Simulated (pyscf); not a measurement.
Thermochemistry of product channels of `[Cl][TaH]([Cl])([Cl])[Cl]` + `[H]` [doublet] on the doublet surface, in kcal/mol, from ωB97M-D3(BJ)/def2-TZVP energies (ideal gas, 1 atm, RRHO with modes under 100 cm⁻¹ raised to 100, one conformer, R ln 2 for chiral ones without a mode under 150 cm⁻¹). Optimised with ωB97X-D3(BJ)/def2-SVP in PySCF.

| products | ΔE | ΔH(298 K) | ΔG(600 K) | ΔG(1200 K) |
|---|---|---|---|---|
| `[ClH]` + `[Cl][TaH]([Cl])[Cl]` [doublet] | [?] | -14.1 | -22.1 | -28.6 |
| `[Cl][Ta]([Cl])([Cl])[Cl]` [doublet] + `[H][H]` | [?] | -47.1 | -50.0 | -52.3 |

Complete the blanks.


- `[ClH]` + `[Cl][TaH]([Cl])[Cl]` [doublet], ΔE: -16.2
- `[Cl][Ta]([Cl])([Cl])[Cl]` [doublet] + `[H][H]`, ΔE: -48.7

These are energies of the channels, which say nothing of barriers. Open-shell species with a d-block atom are single-reference here; other states, and whether the spin sits on metal or ligand, were not checked. Elements past Kr carry the def2 core potentials, without spin-orbit coupling.
